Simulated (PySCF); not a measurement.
**Lithium: a sound run and one with changed settings**

Sound run: Li [He] 2s1, Li⁺ 1s2. Computed with PySCF 2.14 in def2-TZVP, with no relativity, point nucleus. The sound run starts from symmetry-adapted Hartree-Fock orbitals and uses a fine grid where one is needed.

Changed run: initial guess sap, at most 2 SCF cycles. This setting is unsound on purpose.

| species | method | sound run (hartree) | changed run (hartree) | converged |
| --- | --- | --- | --- | --- |
| Li | UHF | -7.43268 | -7.43267 | no |
| Li | LDA | -7.34380 | -7.34364 | no |
| Li | BP86 | -7.48079 | -7.48063 | no |
| Li⁺ | UHF | -7.23637 | -7.23637 | no |
| Li⁺ | LDA | -7.14274 | -7.14274 | no |
| Li⁺ | BP86 | -7.27638 | -7.27637 | no |

The SCF was stopped early; the energies are upper bounds that still move, and correlated levels were skipped or rest on poor orbitals.
